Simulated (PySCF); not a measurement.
Species: acetylene, C₂H₂.
Cartesian coordinates in Å at the PBE0/def2-TZVP level; atoms count from 1:
```xyz
4
C2H2 angstrom
C      0.542   -0.005    0.576
C     -0.537    0.008    0.058
H      1.501   -0.018    1.037
H     -1.496    0.021   -0.404
```

Method: PBE0/def2-TZVP geometry optimisation, gas phase (PySCF 2.14.0).

Masses are those of the commonest isotopes; rigid-rotor values at the optimised geometry. 

Problem. What are the moment of inertia and the rotational constant?

Solution. I = 14.175 u·Å², B = 505379 MHz·u·Å²/I = 35654 MHz (1.1893 cm⁻¹, or 1.711 K as hB/k).

Problem. List the first levels of a rigid rotor in a Σ state.

Solution. E(J) = BJ(J+1): J = 1: 2.379, J = 2: 7.136, J = 3: 14.271, J = 4: 23.786, J = 5: 35.679, J = 6: 49.950 cm⁻¹.

Problem. Has it a pure rotational spectrum?

Solution. Not by electric dipole: D∞h allows no dipole (computed 0.00 D). Rotational Raman lines (ΔJ = 2) lie at B(4J + 6), spaced by 4B = 4.757 cm⁻¹, with nuclear-spin weights that differ between even and odd J.

Problem. Estimate the classical rotational partition function at 10 K, 100 K and 298.15 K.

Solution. Point group D∞h, symmetry number σ = 2; q = kT/(σhB), k/h = 20836.6 MHz/K: 2.9 at 10 K, 29.2 at 100 K, 87.1 at 298.15 K.

No frequency check. No vibrational averaging or centrifugal distortion is included, and the geometry carries the error of its method.

Time: 1.6 s of wall time; peak memory 0.33 GiB. Hardware: one thread, Arm Neoverse V1 (aarch64) (shared host). These figures are those of the optimisation.
